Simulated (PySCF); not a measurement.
Bonds (- single, = double, # triple, : aromatic): C1=C2, C2-C3, C3-C4, C4-C5, C5-C6, C6-C1. C1 carries H7; C2 carries H8; C3 carries H9, H10; C4 carries H11, H12; C5 carries H13, H14; C6 carries H15, H16.

[PySCF 2.14: PBE0-D3(BJ)/def2-TZVP geometry; B97-2/pcSseg-2 with gauge-including orbitals; equivalent nuclei averaged; no relativistic terms; one computed conformer; gas phase]

Problem. List the cross peaks expected in HSQC, COSY and HMBC spectra.

Solution. 

HSQC (one-bond C–H):
```csv
δH,δC
6.05 (H7/H8),137.0 (C1/C2)
2.10 (H9/H10/H15/H16),29.7 (C3/C6)
1.65 (H11/H12/H13/H14),26.8 (C4/C5)
```

COSY cross peaks (H two or three bonds apart, from the bond graph; peaks can be absent where the dihedral angle is near 90°):
```csv
δH,δH
6.05 (H7/H8),2.10 (H9/H10/H15/H16)
2.10 (H9/H10/H15/H16),1.65 (H11/H12/H13/H14)
```

HMBC (two and three bonds, from the bond graph):
```csv
δH,δC
6.05 (H7/H8),"137.0 (C1/C2), 29.7 (C3/C6), 26.8 (C4/C5)"
2.10 (H9/H10/H15/H16),"137.0 (C1/C2), 26.8 (C4/C5)"
1.65 (H11/H12/H13/H14),"137.0 (C1/C2), 29.7 (C3/C6), 26.8 (C4/C5)"
```

Chemical shifts δ = σref − σ; 1H (σ = 31.64 ppm), 13C (σ = 185.38 ppm) vs TMS, all at this level.

Short H···H contacts in this conformer between protons four or more bonds apart (candidates for NOE cross peaks, intensity ∝ r⁻⁶): H10···H13 2.69 Å, H11···H16 2.69 Å.

Shifts are as computed. Against solution values, carbons near 30 ppm lie about +3 ppm off and those near 130 ppm about +7 ppm. Of 1211 compounds with measured shifts, 218 miss one by over three times the rms of a fit or turn the order of signals round; such compounds aren't used in these exercises.
